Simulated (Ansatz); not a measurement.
Species: OSi, SMILES `[O+]#[Si-]` (charge 0, multiplicity 1).

Problem. Give a relaxed geometry from PBE0-D4/def2-TZVP (Ansatz, an electronic-structure program).

Solution. the end point of this relaxation (outside a Z-matrix the atoms follow the SMILES, hydrogens last).
Z-matrix (Å, degrees):
```
O
Si 1 1.5087
```
